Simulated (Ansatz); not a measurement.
Geometry optimisation, Ansatz, RKS PBE-D4/def2-SVP.

input.yaml

```yaml
crystal:
  periodic: [false, false, false]
  atoms:
    - { symbol: Si, position_ang: [-0.2463, 0.5797, 0.3979] }
    - { symbol: H, position_ang: [1.2653, -0.3913, -0.1541] }
    - { symbol: H, position_ang: [0.5186, 1.6662, -0.1893] }
    - { symbol: H, position_ang: [-1.6275, 1.0164, 0.5882] }
    - { symbol: O, position_ang: [-0.0724, -0.0782, 1.8573] }
    - { symbol: H, position_ang: [0.8648, -0.9821, -0.8236] }
    - { symbol: S, position_ang: [-0.8249, -1.0574, -1.4325] }
    - { symbol: H, position_ang: [0.6944, -0.5557, 2.1666] }
    - { symbol: H, position_ang: [-0.5721, -0.1977, -2.4105] }
basis:
  gaussian: { orbitals: def2-SVP }
hamiltonian:
  xc: pbe
  dispersion: d4
relax:
  f_tol: 0.15
  max_steps: 25
  restrain:
    - { distance: [0, 6], at: 2.16, k: 30.0 }
    - { distance: [5, 1], at: 0.62, k: 30.0 }
    - { distance: [0, 1], at: 2.72, k: 30.0 }
    - { distance: [5, 6], at: 2.66, k: 30.0 }
```

Launched with:

```bash
$ ansatz run input.yaml --threads 2 --pin off --max-ram 3072MiB --backend cpu --events-out ev --progress --plain --runs-dir out
```

**Question.** Where does it end, and by what steps?

**Answer.** The run converged. The restraints hold the end off the free minimum. After 8 steps the energy has fallen by 1.863 eV (the restraints' own energy left out); H8 moved furthest, 0.61 Å. Joined: H2–H6 (0.98 → 0.71 Å).

```csv
step,energy less start (eV),largest force component (eV/Å),accepted
0,0.0000,2.269,yes
1,-0.6803,2.411,yes
2,-0.9063,3.312,yes
3,-1.4505,2.859,yes
4,-1.7281,1.978,yes
5,-1.8336,1.838,yes
6,-1.8702,1.449,yes
7,-1.8473,1.809,yes
8,-1.8631,1.741,yes
```

```xyz
9
Properties=species:S:1:pos:R:3
Si -0.645 0.607 0.317
H 1.790 -0.519 -0.191
H 0.349 1.540 -0.317
H -1.853 1.369 0.761
O -0.100 -0.127 1.722
H 1.392 -0.978 -0.551
S -1.192 -0.845 -1.194
H 0.633 -0.753 1.588
H -0.375 -0.294 -2.135
```

The run took 12 s on 2 threads of Arm Neoverse V2 (shared host), peak memory 0.14 GiB.
